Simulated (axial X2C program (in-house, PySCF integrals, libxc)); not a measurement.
**Correcting the dissociation energy of SiCl for spin–orbit coupling**

A spin-free CCSD(T) curve (one-electron X2C) was computed with an in-house all-electron X2C program for linear molecules (integrals from PySCF), basis Cl dyall-av3z [9s8p3d2f], Si dyall-v3z [8s7p2d1f] (cores contracted in-house), for the state M_S = 1/2, Λ = 1 (beyond evenly filled blocks: π+α). It gives D0 = 4.150 eV to Cl + Si, which in a spin-free picture are the weighted means of the ground terms.

Correlated methods: 11 electrons correlated (number of frozen shells: Cl 2 s, 1 p; Si 2 s, 1 p), 167 virtual spin orbitals or spinors in MP2, 90 natural virtuals in coupled cluster.

Measured levels of the ground terms (NIST Handbook of Basic Atomic Spectroscopic Data), in cm⁻¹: Cl 2P: J = 3/2 at 0, J = 1/2 at 882.4; Si 3P: J = 0 at 0, J = 1 at 77.1, J = 2 at 223.2.

The two components of the molecular doublet are 219 cm⁻¹ apart in the PBE0 2c search (Ω = 1/2 lower), so the lower one lies 110 cm⁻¹ under their mean.

Question: How far does each ground level lie under the (2J+1)-weighted mean of its term?

Answer: Cl: (4 × 0 + 2 × 882.4)/6 = 294 cm⁻¹; Si: (1 × 0 + 3 × 77.1 + 5 × 223.2)/9 = 150 cm⁻¹.

Question: Correct D0.

Answer: D0 = 4.150 + (110 − 444)/8065.5 = 4.109 eV at CCSD(T) with these spin–orbit terms.

Second-order spin–orbit effects in the molecule, which grow quickly with Z, are left out. Occupations by symmetry block were frozen at the best pattern of an incomplete PBE0 search. De is counted from the lowest determinant-based energies of the atoms at the same level, without counterpoise correction. Coupled cluster ran in a truncated set of natural virtual spinors; the MP2 energy of the rest was added. (T) has no such correction and the atoms are truncated less, which lowers De at CCSD(T) by a hundredth of an eV or more.
